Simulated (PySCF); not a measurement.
SiH4, SMILES [SiH4]. Geometry optimised at ωB97X-D3(BJ)/def2-TZVPD. The isomer is the one that the SMILES or the coordinates give; other isomers of the formula were not compared.

TDA-B3LYP/def2-TZVPD run with PySCF puts the lowest singlet excitations at 8.88, 8.88, 8.88, 9.00, 9.00, 9.00 eV and the lowest triplet (TDA) at 8.32 eV.

Problem. What are the lowest singlet roots from EOM-CCSD/aug-cc-pVDZ run with PySCF 2.14.0? (An estimate is asked for; the answer gives what the named calculation found.)

Solution. 9.35, 9.35, 9.35, 9.41, 9.41, 9.41 eV; triplets 8.67, 8.67, 8.67 eV. S1 differs by 0.47 eV (second minus first; roots are paired by order, and the bases may differ).
